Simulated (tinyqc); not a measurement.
UKS/LDA (VWN5) in the sto-3g basis, for CH2, spin multiplicity 3, step by step (part 2 of 2). Computed by tinyqc, a small Python program that keeps every step (integrals from PySCF). Command: `OMP_NUM_THREADS=1 python tinyqc.py 28129 28130 out.jsonl` (the two numbers bound the seeds that draw the settings). One thread of a shared host (Intel(R) Xeon(R) Processor @ 2.60GHz), about 2 s of CPU time with the checks.

Geometry (angstrom):
```
atom         x          y         z
C     0.000000   0.000000  0.000000
H     0.000000   0.969000  0.647000
H     0.000000  -1.038000  0.694000
```

## Iteration 2: building the Kohn-Sham matrix

D(alpha) after iteration 1, lower triangle:
```
            1C 1s      1C 2s    1C 2px     1C 2py    1C 2pz      2H 1s     3H 1s
1C 1s    1.049066
1C 2s   -0.196465   0.851677
1C 2px   0.000000   0.000000  1.000000
1C 2py   0.000663  -0.007699  0.000000   0.199461
1C 2pz   0.090979  -0.406508  0.000000   0.020813  0.522050
2H 1s   -0.036562   0.011222  0.000000   0.229998  0.249037   0.435191
3H 1s   -0.029233  -0.001301  0.000000  -0.231946  0.250199  -0.073185  0.493104
```

D(beta) after iteration 1, lower triangle:
```
            1C 1s     1C 2s    1C 2px     1C 2py    1C 2pz      2H 1s     3H 1s
1C 1s    1.016470
1C 2s   -0.059700  0.280649
1C 2px   0.000000  0.000000  0.000000
1C 2py  -0.003820  0.011208  0.000000   0.155764
1C 2pz  -0.024696  0.083415  0.000000   0.001814  0.024856
2H 1s   -0.085763  0.208460  0.000000   0.210304  0.060259   0.419057
3H 1s   -0.076932  0.192157  0.000000  -0.224570  0.059647  -0.157782  0.480294
```

core Hamiltonian H = T + V (hartree), lower triangle:
```
             1C 1s      1C 2s     1C 2px     1C 2py     1C 2pz      2H 1s      3H 1s
1C 1s   -18.639597
1C 2s    -4.496175  -5.580718
1C 2px    0.000000   0.000000  -4.463972
1C 2py   -0.001598  -0.013651   0.000000  -4.607560
1C 2pz   -0.015404  -0.164893   0.000000  -0.007081  -4.528066
2H 1s    -0.955962  -2.196619   0.000000  -1.539888  -1.065302  -3.411459
3H 1s    -0.788359  -1.935971   0.000000   1.396917  -0.969038  -0.539598  -3.243731
```

nuclear repulsion = 5.53145839 hartree

V_xc(alpha) (hartree), lower triangle:
```
            1C 1s      1C 2s     1C 2px     1C 2py     1C 2pz      2H 1s      3H 1s
1C 1s   -2.173008
1C 2s   -0.323571  -0.590570
1C 2px   0.000000   0.000000  -0.593213
1C 2py  -0.000213  -0.002128   0.000000  -0.585065
1C 2pz   0.003790   0.003516   0.000000  -0.002697  -0.582361
2H 1s   -0.068673  -0.234867   0.000000  -0.186715  -0.124289  -0.480773
3H 1s   -0.056470  -0.207544   0.000000   0.169089  -0.112917  -0.054414  -0.478043
```

V_xc(beta) (hartree), lower triangle:
```
            1C 1s      1C 2s     1C 2px     1C 2py     1C 2pz      2H 1s      3H 1s
1C 1s   -2.138409
1C 2s   -0.300400  -0.472351
1C 2px   0.000000   0.000000  -0.443945
1C 2py  -0.000599  -0.004821   0.000000  -0.505077
1C 2pz  -0.003451  -0.049121   0.000000  -0.001218  -0.457220
2H 1s   -0.064479  -0.209155   0.000000  -0.175720  -0.124041  -0.466586
3H 1s   -0.052954  -0.185161   0.000000   0.158584  -0.112833  -0.049759  -0.466939
```

E_xc = sum of w rho eps_xc = -5.67669770 hartree

Given earlier and not repeated: Two-electron integrals (ij|kl) in chemists' order.

J_ij = sum D_kl (ij|kl) with D = D(alpha) + D(beta); F = H + J + V_xc; E = tr D H + tr D J / 2 + E_xc + E_nn.

Coulomb J (hartree), lower triangle:
```
            1C 1s     1C 2s    1C 2px     1C 2py    1C 2pz     2H 1s     3H 1s
1C 1s   11.066742
1C 2s    2.119679  4.907292
1C 2px   0.000000  0.000000  4.862680
1C 2py   0.001615  0.004886  0.000000   4.952520
1C 2pz   0.011593  0.141191  0.000000   0.002150  4.890054
2H 1s    0.448157  1.945378  0.000000   1.504742  1.039340  3.623817
3H 1s    0.368899  1.724300  0.000000  -1.371262  0.947651  0.468180  3.527949
```

F(alpha) (hartree), lower triangle:
```
            1C 1s      1C 2s     1C 2px     1C 2py     1C 2pz      2H 1s      3H 1s
1C 1s   -9.745863
1C 2s   -2.700067  -1.263995
1C 2px   0.000000   0.000000  -0.194506
1C 2py  -0.000196  -0.010892   0.000000  -0.240105
1C 2pz  -0.000021  -0.020186   0.000000  -0.007628  -0.220374
2H 1s   -0.576477  -0.486109   0.000000  -0.221861  -0.150251  -0.268415
3H 1s   -0.475930  -0.419215   0.000000   0.194745  -0.134304  -0.125831  -0.193825
```

F(beta) (hartree), lower triangle:
```
            1C 1s      1C 2s     1C 2px     1C 2py     1C 2pz      2H 1s      3H 1s
1C 1s   -9.711264
1C 2s   -2.676896  -1.145777
1C 2px   0.000000   0.000000  -0.045237
1C 2py  -0.000582  -0.013586   0.000000  -0.160117
1C 2pz  -0.007262  -0.072823   0.000000  -0.006148  -0.095233
2H 1s   -0.572283  -0.460396   0.000000  -0.210866  -0.150004  -0.254228
3H 1s   -0.472414  -0.396832   0.000000   0.184239  -0.134221  -0.121176  -0.182721
```

total energy of this density = -38.15993981 hartree

## Iteration 2: DIIS over 2 matrices

error matrix X^T (FDS - SDF) X (alpha):
```
           1          2          3         4          5          6          7
1   0.000000  -0.000240   0.001585  0.000000  -0.064380  -0.015363  -0.100910
2   0.000240   0.000000   0.002002  0.000000   0.022638  -0.141286   0.026087
3  -0.001585  -0.002002   0.000000  0.000000  -0.021655   0.009934  -0.032703
4   0.000000   0.000000   0.000000  0.000000   0.000000   0.000000   0.000000
5   0.064380  -0.022638   0.021655  0.000000   0.000000   0.002641  -0.019013
6   0.015363   0.141286  -0.009934  0.000000  -0.002641   0.000000   0.002744
7   0.100910  -0.026087   0.032703  0.000000   0.019013  -0.002744   0.000000
```

B (overlaps of the stored error matrices):
```
                1               2
1   2.6829934e-01  -1.4798136e-01
2  -1.4798136e-01   1.4583388e-01
```

Minimise |sum c_i e_i|^2 with sum c_i = 1: solve [B -1; -1 0][c; lambda] = [0; -1] with B_ij = tr e_i^T e_j summed over both spins, and take F = sum c_i F_i.

DIIS coefficients: 0.413768  0.586232

extrapolated F(alpha) (hartree), lower triangle:
```
            1C 1s      1C 2s     1C 2px     1C 2py     1C 2pz      2H 1s      3H 1s
1C 1s   -9.560485
1C 2s   -2.658253  -1.175564
1C 2px   0.000000   0.000000  -0.103282
1C 2py  -0.000579  -0.010179   0.000000  -0.152945
1C 2pz   0.000476  -0.030044   0.000000  -0.006851  -0.133478
2H 1s   -0.567713  -0.463438   0.000000  -0.208650  -0.144903  -0.266438
3H 1s   -0.468671  -0.403434   0.000000   0.188205  -0.132697  -0.122593  -0.218320
```

extrapolated F(beta) (hartree), lower triangle:
```
            1C 1s      1C 2s    1C 2px     1C 2py     1C 2pz      2H 1s      3H 1s
1C 1s   -9.526984
1C 2s   -2.635475  -1.060656
1C 2px   0.000000   0.000000  0.041279
1C 2py  -0.000818  -0.011899  0.000000  -0.079262
1C 2pz  -0.006485  -0.082100  0.000000  -0.005798  -0.007128
2H 1s   -0.563585  -0.438619  0.000000  -0.198401  -0.144665  -0.253636
3H 1s   -0.465227  -0.381985  0.000000   0.178700  -0.132540  -0.118090  -0.208309
```

## Iteration 2: diagonalisation and new density

X:
```
                1          2          3         4          5          6         7
1C 1s   -0.303178   0.092732   0.764476  0.000000  -0.599310  -0.016415  0.182980
1C 2s    1.105895  -0.245414  -0.332736  0.000000  -0.297854  -0.031344  0.448708
1C 2px   0.000000   0.000000   0.000000  1.000000   0.000000   0.000000  0.000000
1C 2py   0.280329   0.965375  -0.004500  0.000000   0.008218   0.621013  0.036746
1C 2pz   0.546572  -0.123160   0.627663  0.000000   0.648931  -0.018810  0.216803
2H 1s   -0.990964  -0.592304  -0.165344  0.000000   0.135452   0.358013  0.395536
3H 1s   -0.522961   0.938392  -0.179921  0.000000   0.143539  -0.421939  0.339577
```

Diagonalise F' = X^T F X, C = X C', fill 5 alpha and 3 beta electrons from the bottom; D(s) = C_occ C_occ^T. Each column has its largest component positive (the first on a tie).

F' = X^T F X (alpha) (hartree), lower triangle:
```
           1          2          3          4          5          6          7
1   0.207181
2   0.074652   0.299510
3   0.640003  -0.258775  -4.193195
4   0.000000   0.000000   0.000000  -0.103282
5  -0.470694   0.217069   4.099685   0.000000  -4.351847
6  -0.004497   0.025140   0.146514   0.000000  -0.156799  -0.292599
7   0.145952  -0.081777  -2.030775   0.000000   2.171820   0.075739  -1.579453
```

orbital energies (alpha) (hartree): MO1 -9.571080, MO2 -0.516108, MO3 -0.288225, MO4 -0.175957, MO5 -0.103282, MO6 0.288970, MO7 0.351999

coefficients C (alpha):
```
              MO1        MO2        MO3        MO4       MO5        MO6        MO7
1C 1s    0.990027  -0.241690   0.018260   0.109389  0.000000   0.134528   0.094323
1C 2s    0.041586   0.774240  -0.078795  -0.490389  0.000000  -0.731761  -0.549221
1C 2px   0.000000   0.000000   0.000000   0.000000  1.000000   0.000000   0.000000
1C 2py   0.000760   0.029515   0.588365  -0.021731  0.000000   0.541109  -0.870236
1C 2pz   0.004431   0.082139   0.024716   0.802631  0.000000  -0.597229  -0.409954
2H 1s   -0.010273   0.254216   0.409459   0.234260  0.000000   0.260679   1.143645
3H 1s   -0.009052   0.200726  -0.421071   0.271406  0.000000   1.081143  -0.200457
```

F' = X^T F X (beta) (hartree), lower triangle:
```
           1          2          3         4          5          6          7
1   0.258816
2   0.074963   0.350641
3   0.629836  -0.254863  -4.103485
4   0.000000   0.000000   0.000000  0.041279
5  -0.478022   0.220395   4.167724  0.000000  -4.247128
6   0.002933   0.064147   0.147054  0.000000  -0.154537  -0.252400
7   0.184383  -0.089763  -2.041759  0.000000   2.149609   0.075688  -1.535277
```

orbital energies (beta) (hartree): MO1 -9.536472, MO2 -0.450463, MO3 -0.252510, MO4 -0.031765, MO5 0.041279, MO6 0.336393, MO7 0.405983

coefficients C (beta):
```
              MO1        MO2        MO3        MO4       MO5        MO6        MO7
1C 1s    0.990636  -0.216969   0.015489   0.150591  0.000000   0.139325   0.084251
1C 2s    0.039222   0.665724  -0.063718  -0.651021  0.000000  -0.755658  -0.491274
1C 2px   0.000000   0.000000   0.000000   0.000000  1.000000   0.000000   0.000000
1C 2py   0.000760   0.034987   0.524436   0.003789  0.000000   0.499044  -0.933976
1C 2pz   0.005105   0.163088  -0.009640   0.737133  0.000000  -0.673090  -0.391416
2H 1s   -0.009805   0.323670   0.438227   0.264124  0.000000   0.330150   1.089716
3H 1s   -0.008627   0.254415  -0.487040   0.274916  0.000000   1.026676  -0.262176
```

D(alpha) after iteration 2, lower triangle:
```
            1C 1s      1C 2s    1C 2px     1C 2py    1C 2pz      2H 1s     3H 1s
1C 1s    1.050868
1C 2s   -0.201036   0.847866
1C 2px   0.000000   0.000000  1.000000
1C 2py   0.001985  -0.012820  0.000000   0.347518
1C 2pz   0.072785  -0.331769  0.000000  -0.000472  0.651594
2H 1s   -0.038509   0.049255  0.000000   0.243316  0.218980   0.287265
3H 1s   -0.035475   0.055117  0.000000  -0.247724  0.223879  -0.057711  0.291335
```

D(beta) after iteration 2, lower triangle:
```
            1C 1s      1C 2s    1C 2px     1C 2py    1C 2pz      2H 1s     3H 1s
1C 1s    1.028675
1C 2s   -0.106573   0.448786
1C 2px   0.000000   0.000000  0.000000
1C 2py   0.001285  -0.010095  0.000000   0.276258
1C 2pz  -0.030477   0.109386  0.000000   0.000654  0.026717
2H 1s   -0.073151   0.187167  0.000000   0.241139  0.048512   0.296901
3H 1s   -0.071290   0.200065  0.000000  -0.246527  0.046143  -0.131003  0.302010
```

## Iteration 8 (converged): orbitals

converged F(alpha) (hartree), lower triangle:
```
            1C 1s      1C 2s     1C 2px     1C 2py     1C 2pz      2H 1s      3H 1s
1C 1s   -9.527736
1C 2s   -2.652387  -1.164737
1C 2px   0.000000   0.000000  -0.089036
1C 2py  -0.000689  -0.010216   0.000000  -0.144886
1C 2pz  -0.000565  -0.037502   0.000000  -0.006159  -0.123332
2H 1s   -0.566546  -0.462191   0.000000  -0.208552  -0.146798  -0.271152
3H 1s   -0.467703  -0.403420   0.000000   0.189503  -0.135380  -0.122852  -0.230166
```

converged F(beta) (hartree), lower triangle:
```
            1C 1s      1C 2s    1C 2px     1C 2py     1C 2pz      2H 1s      3H 1s
1C 1s   -9.494653
1C 2s   -2.629551  -1.052064
1C 2px   0.000000   0.000000  0.051677
1C 2py  -0.000777  -0.010917  0.000000  -0.070989
1C 2pz  -0.006958  -0.083413  0.000000  -0.006136   0.000118
2H 1s   -0.562354  -0.437147  0.000000  -0.198053  -0.145152  -0.258942
3H 1s   -0.464219  -0.381884  0.000000   0.180076  -0.133755  -0.118133  -0.220896
```

As before.

F' = X^T F X (alpha) (hartree), lower triangle:
```
           1          2          3          4          5          6          7
1   0.207972
2   0.076486   0.298430
3   0.632987  -0.255683  -4.169680
4   0.000000   0.000000   0.000000  -0.089036
5  -0.466621   0.215495   4.093587   0.000000  -4.330683
6  -0.003837   0.035553   0.145684   0.000000  -0.155115  -0.292800
7   0.151026  -0.084143  -2.026155   0.000000   2.162104   0.077366  -1.578372
```

orbital energies (alpha) (hartree): MO1 -9.538535, MO2 -0.511708, MO3 -0.289000, MO4 -0.164387, MO5 -0.089036, MO6 0.284713, MO7 0.353786

coefficients C (alpha):
```
              MO1        MO2        MO3        MO4       MO5        MO6        MO7
1C 1s    0.989913  -0.237949   0.014617   0.117806  0.000000   0.136386   0.092850
1C 2s    0.042052   0.755112  -0.063266  -0.521580  0.000000  -0.738815  -0.539559
1C 2px   0.000000   0.000000   0.000000   0.000000  1.000000   0.000000   0.000000
1C 2py   0.000786   0.028286   0.571851  -0.008275  0.000000   0.537526  -0.883635
1C 2pz   0.004630   0.098334   0.011840   0.792887  0.000000  -0.610923  -0.405722
2H 1s   -0.010430   0.263976   0.415180   0.242534  0.000000   0.275934   1.134025
3H 1s   -0.009182   0.215191  -0.441794   0.267704  0.000000   1.069068  -0.210338
```

F' = X^T F X (beta) (hartree), lower triangle:
```
           1          2          3         4          5          6          7
1   0.259849
2   0.076685   0.348369
3   0.624049  -0.252894  -4.084290
4   0.000000   0.000000   0.000000  0.051677
5  -0.472444   0.217526   4.157978  0.000000  -4.229886
6   0.003783   0.075186   0.145477  0.000000  -0.153646  -0.252735
7   0.191487  -0.092226  -2.035259  0.000000   2.141851   0.077492  -1.533060
```

orbital energies (beta) (hartree): MO1 -9.504320, MO2 -0.448119, MO3 -0.255064, MO4 -0.025844, MO5 0.051677, MO6 0.333556, MO7 0.408037

coefficients C (beta):
```
              MO1        MO2        MO3        MO4       MO5        MO6        MO7
1C 1s    0.990531  -0.213890   0.012166   0.155354  0.000000   0.139743   0.084560
1C 2s    0.039647   0.649349  -0.051224  -0.670275  0.000000  -0.754453  -0.490576
1C 2px   0.000000   0.000000   0.000000   0.000000  1.000000   0.000000   0.000000
1C 2py   0.000759   0.030894   0.506786   0.011126  0.000000   0.502966  -0.941670
1C 2pz   0.005213   0.163456  -0.007883   0.725028  0.000000  -0.685830  -0.391795
2H 1s   -0.009928   0.331057   0.448805   0.269147  0.000000   0.331715   1.081455
3H 1s   -0.008744   0.270071  -0.502395   0.283210  0.000000   1.013406  -0.260332
```

D(alpha) after iteration 8, lower triangle:
```
            1C 1s      1C 2s    1C 2px     1C 2py    1C 2pz      2H 1s     3H 1s
1C 1s    1.050640
1C 2s   -0.200421   0.848011
1C 2px   0.000000   0.000000  1.000000
1C 2py   0.001431  -0.010471  0.000000   0.327883
1C 2pz   0.074765  -0.339856  0.000000   0.002995  0.638501
2H 1s   -0.038497   0.046125  0.000000   0.242873  0.223127   0.300990
3H 1s   -0.035214   0.050429  0.000000  -0.248776  0.228147  -0.061596  0.313239
```

D(beta) after iteration 8, lower triangle:
```
            1C 1s      1C 2s    1C 2px     1C 2py    1C 2pz      2H 1s     3H 1s
1C 1s    1.027049
1C 2s   -0.100241   0.425850
1C 2px   0.000000   0.000000  0.000000
1C 2py   0.000310  -0.005868  0.000000   0.257787
1C 2pz  -0.029893   0.106751  0.000000   0.001059  0.026807
2H 1s   -0.075184   0.191588  0.000000   0.237668  0.050524   0.311123
3H 1s   -0.072538   0.200758  0.000000  -0.246269  0.048059  -0.135982  0.325415
```

## Convergence

Stop when the energy changes by less than 1e-09 hartree and every element of the error matrix X^T (F D S - S D F) X (for each spin) is below 9e-06.

Course of the cycle:
```
iteration   E (hartree)     change  largest element of the error matrix
1          -38.07836873          -                             2.22e-01
2          -38.15993981  -8.16e-02                             1.41e-01
3          -38.21930195  -5.94e-02                             2.08e-02
4          -38.22049272  -1.19e-03                             6.47e-04
5          -38.22049424  -1.52e-06                             1.86e-04
6          -38.22049439  -1.48e-07                             2.68e-05
7          -38.22049440  -4.71e-09                             8.80e-06
8          -38.22049440  -1.31e-10                             2.88e-07
```

PySCF UKS in the same basis, fine grid, after a stability check = -38.22037543 hartree

Converged in 8 iterations. The coarse grid moves the energy by -1.19e-04 hartree.

## Populations, bond orders and dipole

overlap S, lower triangle:
```
           1C 1s     1C 2s    1C 2px     1C 2py    1C 2pz     2H 1s     3H 1s
1C 1s   1.000000
1C 2s   0.248362  1.000000
1C 2px  0.000000  0.000000  1.000000
1C 2py  0.000000  0.000000  0.000000   1.000000
1C 2pz  0.000000  0.000000  0.000000   0.000000  1.000000
2H 1s   0.052270  0.448397  0.000000   0.366250  0.244545  1.000000
3H 1s   0.043097  0.403636  0.000000  -0.339818  0.227200  0.117747  1.000000
```

Mulliken: Z minus the diagonal of D S on the atom; Loewdin: the same with S^(1/2) D S^(1/2); Mayer order: 2 sum_s sum (D(s) S)_ij (D(s) S)_ji over the two atoms.

Charges (e):
```
atom   Mulliken    Loewdin  Mulliken spin
1C    -0.124472  -0.073214       2.041286
2H     0.067585   0.039069      -0.020567
3H     0.056887   0.034145      -0.020719
```

Mayer bond orders:
```
pair     order
2-1   0.974792
3-1   0.976117
3-2   0.020217
```

dipole moment about the origin, x y z (debye): 0.000000  0.027815  0.445343

<S^2> of the determinant (pure state: 2) = 2.005454
